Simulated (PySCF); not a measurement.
Ranking problems on computed properties.

Species are written as SMILES; each is one conformer at its optimised geometry, gas phase, non-relativistic unless stated. Electronic properties by PySCF.

The conformers computed, where there is a choice (atom-mapped SMILES and torsion angles):
- `[CH3:1][O:2][CH2:3][CH2:4][c:5]1[n:6][cH:7][n:8][o:9]1`: C1–O2–C3–C4 -73°, O2–C3–C4–C5 -178°, C3–C4–C5–N6 -86°
- `[CH:1]#[C:2][c:3]1[c:4]([S@@:5]([CH3:6])=[O:7])[c+:8]1[CH3:9]`: C3–C4–S5–C6 91°
- `[CH3:1][CH:2]([CH3:3])[CH2:4][SiH2:5][PH3+:6]`: C1–C2–C4–Si5 173°, C2–C4–Si5–P6 -32°
- `[CH3:1][C@@H:2]([C:3]#[N:4])[c:5]1[n:6][cH:7][cH:8][s:9]1`: C1–C2–C5–N6 124°
- `[NH2:1][C:2](=[S:3])[c:4]1[cH:5][cH:6][n:7][cH:8][cH:9]1`: N1–C2–C4–C5 -154°, H–N1–C2–S3 -3°, H–N1–C2–S3 -172°
- `[CH2:1]=[CH:2][C:3](=[CH2:4])[c:5]1[cH:6][o:7][cH+:8][s:9]1`: C1–C2–C3–C4 -155°, C2–C3–C5–C6 29°

Problem. Rank by HOMO–LUMO gap, lowest first (B3LYP/def2-SVPD at GFN2-xTB geometries).
A. `NC(=S)C1=CC=NC=C1`
B. `C#Cc1c([S@@](C)=O)[c+]1C`
C. `o1ncnc1CCOC`
D. `C[C@@H](C#N)c1nccs1`
E. `P12P3P1P23`
F. `[SiH2](CC(C)C)[PH3+]`

Solution. A (3.74 eV), B (3.91 eV), D (5.82 eV), C (6.47 eV), E (6.57 eV), F (7.17 eV).

Problem. By how much do the two ends of that ranking differ?

Solution. By 3.43 eV, between `CC(C)C[SiH2][PH3+]` and `NC(=S)c1ccncc1`.

Problem. Rank by HOMO energy, highest first (B3LYP/def2-SVPD at GFN2-xTB geometries).
A. `COCCc1ncno1`
B. `C#CC1=NN=CC(C#N)=C1`
C. `O=C1C=C1`
D. `CC(C)C[SiH2][PH3+]`
E. `NC(=S)c1ccncc1`
F. `C=CC(=C)C1=CO[CH+]S1`
G. `C#Cc1c([S@@](C)=O)[c+]1C`

Solution. E (-6.21 eV), C (-6.86 eV), B (-7.14 eV), A (-7.56 eV), F (-10.82 eV), G (-11.50 eV), D (-12.74 eV).

Problem. By how much do the two ends of that ranking differ?

Solution. By 6.53 eV, between `NC(=S)c1ccncc1` and `CC(C)C[SiH2][PH3+]`.

Problem. Rank by static isotropic polarisability, highest first (B3LYP/def2-SVPD at GFN2-xTB geometries).
A. `C#Cc1c([S@@](C)=O)[c+]1C`
B. `NC(=S)c1ccncc1`
C. `O=C1C=C1`
D. `C[C@@H](C#N)c1nccs1`
E. `c1(co[cH+]s1)C(C=C)=C`
F. `COCCC1=NC=NO1`
G. `p12p3p1p23`

Solution. B (109.3 au), A (107.3 au), E (99.3 au), D (94.8 au), G (87.5 au), F (79.7 au), C (34.6 au).

Problem. By how much do the two ends of that ranking differ?

Solution. By 74.7 au, between `NC(=S)c1ccncc1` and `O=c1cc1`.

Problem. Rank by lowest triplet excitation (Tamm–Dancoff), highest first (TDA B3LYP/def2-SVPD at GFN2-xTB geometries).
A. `COCCc1ncno1`
B. `C[C@@H](C#N)C1=NC=CS1`
C. `p12p3p2p31`
D. `C(C=C)(c1co[cH+]s1)=C`
E. `CC(C)C[SiH2][PH3+]`

Solution. E (6.04 eV), C (4.69 eV), A (4.57 eV), B (3.74 eV), D (2.12 eV).

Problem. By how much do the two ends of that ranking differ?

Solution. By 3.92 eV, between `CC(C)C[SiH2][PH3+]` and `C=CC(=C)c1co[cH+]s1`.

Problem. Rank by lowest singlet excitation, lowest first (TDDFT B3LYP/def2-SVPD at GFN2-xTB geometries).
A. `O=c1cc1`
B. `C#Cc1c([S@@](C)=O)[c+]1C`
C. `o1ncnc1CCOC`
D. `C#CC1=NN=CC(C#N)=C1`
E. `C[C@@H](C#N)c1nccs1`
F. `CC(C)C[SiH2][PH3+]`
G. `n1ccc(cc1)C(=S)N`

Solution. G (2.64 eV), D (2.84 eV), B (3.20 eV), A (4.00 eV), E (5.28 eV), C (5.81 eV), F (6.24 eV).

Problem. By how much do the two ends of that ranking differ?

Solution. By 3.60 eV, between `CC(C)C[SiH2][PH3+]` and `NC(=S)c1ccncc1`.

Problem. Rank by dipole moment, highest first (B3LYP/def2-SVPD at GFN2-xTB geometries).
A. `p12p3p1p23`
B. `c1(C#N)cc(C#C)nnc1`
C. `C[C@@H](C#N)c1nccs1`
D. `O=c1cc1`

Solution. D (4.27 D), C (3.90 D), B (2.60 D), A (0.00 D).

Problem. By how much do the two ends of that ranking differ?

Solution. By 4.27 D, between `O=c1cc1` and `p12p3p1p23`.
